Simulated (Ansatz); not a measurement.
Task: an active-space calculation of CO, with Ansatz's Python interface. Give the script and its output. Settings (for the species named): Hartree-Fock, def2-SVP basis, multiplicity 1.

```xyz
2

C     0.4816   -0.1556    0.2481
O    -0.4816    0.1556   -0.2481
```

The script, `co_cas.py`:
```python
"""Active-space calculation on CO."""

import ansatz as az
from ase import Atoms


def main() -> None:
    atoms = Atoms(["C", "O"], positions=[
        [0.48158, -0.1556, 0.24809],
        [-0.48158, 0.1556, -0.24809],
    ])
    molecule = az.Crystal.molecule_from_ase(atoms)

    model = molecule.calculation().basis(gaussian="def2-SVP").correlation(active_electrons=6, active_orbitals=6)
    for method in [None, "sc_nevpt2", "fic_mrcisd_q"]:
        r = (model if method is None else model.correlation(method)).run().report
        space = r["configurations"]
        state = space["states"][0]
        print(method or "casscf", f"total {r['free_energy_ev'] / 27.211386246:.6f} Ha, active-space state {state['energy']['hartree']:.6f} Ha, mean field {r['reference_energy_ev'] / 27.211386246:.6f} Ha")
        print("  determinants", state["n_determinants"], " natural occupations", [round(n, 3) for n in space["natural_occupations"]])


if __name__ == "__main__":
    main()
```

```console
$ python co_cas.py
casscf total -112.767352 Ha, active-space state -112.767352 Ha, mean field -112.646027 Ha
  determinants 400  natural occupations [1.982, 1.957, 1.957, 0.043, 0.043, 0.018]
sc_nevpt2 total -112.913870 Ha, active-space state -112.767337 Ha, mean field -112.646027 Ha
  determinants 112  natural occupations [1.982, 1.957, 1.957, 0.043, 0.043, 0.018]
fic_mrcisd_q total -112.951901 Ha, active-space state -112.767337 Ha, mean field -112.646027 Ha
  determinants 112  natural occupations [1.982, 1.957, 1.957, 0.043, 0.043, 0.018]
```

Total energies depend on the basis set; only differences at equal settings carry meaning. The geometry is a force-field or estimated start, not a minimum of this method, and the basis set is short of its limit. The active space starts as a window about the frontier orbitals and is then optimised, not chosen by chemistry. Finished in 1.6 s on 1 thread of Arm Neoverse V2, with other jobs on the host, peak memory 0.17 GiB.
